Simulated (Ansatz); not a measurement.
Reaction (atomization): `C1C[SiH2]1` → 2 C• + 6 H• + Si•

Gas-phase electronic energies from Ansatz, PBE0-D4/def2-TZVP geometries. CCSD(T)/CBS adds triple-zeta CCSD(T) − MP2 to the extrapolated MP2 energy (def2 sets, frozen cores). This one scheme is used for every species, atoms too. DFT in def2-TZVPP. HSE06 is defined as in plane-wave codes. Open shells (•) are unrestricted, without spin–orbit coupling. Spin–orbit coupling would lower the free atoms: a little for C, Si.

```tsv
level	ΔE (kJ/mol)
r2SCAN-D4	3214.9
HSE06-D4	3214.8
BHLYP-D4	3140.2
LC-ωPBE	3197.7
CCSD(T)/def2-TZVPP	3129.2
HF/def2-QZVPP	2408.3
HF/CBS(def2)	2408.9
CCSD/CBS(def2)	3164.6
```

(1) What does CCSD(T)/CBS give? (Best estimate.)

Largest T1 diagnostic among the species: 0.012.

## Answers

(1) The calculation gave: +3202.3 kJ/mol. The listed levels differ from it by 12.6, 12.5, -62.1, -4.6, -73.1, -794.0, -793.4, -37.7 kJ/mol.

From PBE to PBE0 (25 % exact exchange), in def2-TZVPP and without D4, ΔE moves by −26.1 kJ/mol: exact exchange takes away binding that semilocal exchange gives to molecules. The D4 term adds +22.7 kJ/mol with B3LYP and +11.6 kJ/mol with PBE0; it sums over pairs of atoms, weighted by their polarisabilities, and B3LYP, whose exchange is more repulsive, gets the larger term. At CCSD(T), def2-SVP lies −159.8 kJ/mol from the extrapolated value and def2-TZVPP −73.2 kJ/mol: correlation converges slowly with the basis, and small sets miss more of it in the bonded molecule than in its fragments.

B3LYP here is the variant with VWN-RPA as its local correlation; programs differ in this.

For atomizations the MP2-based limit and the directly extrapolated one differ by several kJ/mol either way, and by 10 to 25 for some Ge, Se and Sn compounds, so smaller differences from it don't rank the levels.
